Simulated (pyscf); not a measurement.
Elementary routes open to •O–AlH–OH (SMILES [O][AlH][OH]) in the gas phase (doublet surface):
A. [O=Al]• (SMILES [O]=[Al]) + H₂O (SMILES O) (Al–O, Al–H broken; H–O formed)
B. [HO–Al–OH]• (SMILES [OH][Al][OH]) (Al–H broken; H–O formed)

Single points on ωB97X-D3(BJ)/def2-SVP structures (PySCF, gas phase).

**Question.** Rank the routes by free-energy barrier at 1200 K, lowest first, for ωB97M-D3(BJ)/def2-TZVP energies (ideal gas, 1 atm, RRHO with modes under 100 cm⁻¹ raised to 100, one conformer, R ln 2 for rigid chiral ones).

**Answer.** B (0.78 eV), A (2.33 eV)

Route B is the fastest of these, ahead of the next by 1.55 eV. The most stable products are those of B (ΔG = -1.39 eV), so kinetics and thermodynamics agree. At 298 K B is still the fastest. A: On the product side the descent ends in an adduct with a Al–O contact, 0.84 eV under the separated species and 1.39 eV under the saddle at ωB97X-D3(BJ)/def2-TZVP. Only these routes are compared; each barrier is that of the saddle found, and lower ones may exist. The term symbol of open-shell O=Al was not checked; spin-orbit terms and orbital degeneracy are left out.
